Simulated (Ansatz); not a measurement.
**AlSiH₅ (singlet): from Hartree-Fock to the top rungs at distance Al1–H4 along a hydrogen transfer = 1.714 Å, cc-pVDZ**

An exercise on one series of results from a longer session: the logs are not shown, and one member is left open.

Method: cc-pVDZ, core rule «outside noble gas», up to 10 orbitals frozen; program: Ansatz 0.2.0, Gaussian basis.

The runs, in order: UHF; CCSD(T) on RHF; CCSD(T) on UHF; BCCD(T) on RHF; CISD; CCSDT(Q) on RHF; CCSDT(Q) on UHF; CASSCF and NEVPT2, 2 electrons in 2 orbitals; CASSCF and NEVPT2, 8 electrons in 8 orbitals.

7 further runs of the same task are left out: 1 for a known fault of the program, 6 that didn't finish.

### The system

The geometry derives from fragments relaxed apart (PBE0/def2-TZVP) and kept rigid, so it is no stationary point. A hydrogen atom is moved between rigid fragments.

7 atoms, charge 0, spin multiplicity 1.

Atoms are counted from 1 here; the program's logs count them from 0.

Bond lengths: Al1–H2 1.586 Å, Al1–H3 1.586 Å, Al1–H4 1.714 Å, Si5–H6 1.526 Å, Si5–H7 1.526 Å. Angles: H2–Al1–H3 120.0°, H2–Al1–H4 120.0°, H3–Al1–H4 120.0°, H6–Si5–H7 91.2°.

The first run:

File in.yaml:

```yaml
crystal:
  periodic: [false, false, false]
  atoms:
    - {symbol: Al, position_ang: [-1.986813, 0.029322, 0.000000]}
    - {symbol: H, position_ang: [-2.779737, 1.402706, 0.000000]}
    - {symbol: H, position_ang: [-2.779737, -1.344062, 0.000000]}
    - {symbol: H, position_ang: [-0.272813, 0.029322, 0.000000]}
    - {symbol: Si, position_ang: [1.935187, 0.029322, 0.000000]}
    - {symbol: H, position_ang: [2.547367, -0.844962, 1.090012]}
    - {symbol: H, position_ang: [2.547367, -0.844962, -1.090012]}
basis:
  gaussian: {orbitals: cc-pVDZ}
magnetization: {spin_polarized: true, initial_magnetization: 0}
hamiltonian: {xc: hf}
output: {orbitals: {seedname: orbitals}}
```

On the command line:

```
> ansatz run in.yaml --threads 1 --pin off --events-out ev --progress --plain --max-ram 2393MiB
```

Steps of the session up to this table: UHF; CCSD(T) on RHF; CCSD(T) on UHF; BCCD(T) on RHF; CISD; CCSDT(Q) on RHF; CCSDT(Q) on UHF; CASSCF and NEVPT2, 2 electrons in 2 orbitals; CASSCF and NEVPT2, 8 electrons in 8 orbitals.

One of the session's tables, all rows but one given; the rest of the session is left out.

It belongs to the step «Misses and costs». 

| method | from RCCSDT(Q) (meV) |
| --- | --- |
| RHF | +6204.7 |
| UHF | +6172.5 |
| RMP2 | ? |
| CISD | +730.3 |
| RCCSD | +155.0 |
| RCCSD(T) | +36.8 |
| BCCD(T) | +36.2 |
| RCCSDT | +4.9 |
| RCCSDT(Q) | 0 |
| CASSCF pair | +5756.6 |
| NEVPT2 pair | +1511.4 |
| CASSCF frontier | +4494.7 |
| NEVPT2 frontier | +1341.6 |

Q: Estimate the row for RMP2 from the others.

The run gave: from RCCSDT(Q) (meV): +1542.4. In the column «from RCCSDT(Q) (meV)» it lies between NEVPT2 pair (+1511.4) and CASSCF frontier (+4494.7).

Not comparable, so not listed: CCSD(T) on UHF; CCSDT(Q) on UHF (they don't share determinant, frozen orbitals or solution with the rows shown, or repeat one).

Caveats from the session: Warnings: restricted reference is unstable; spin contamination.
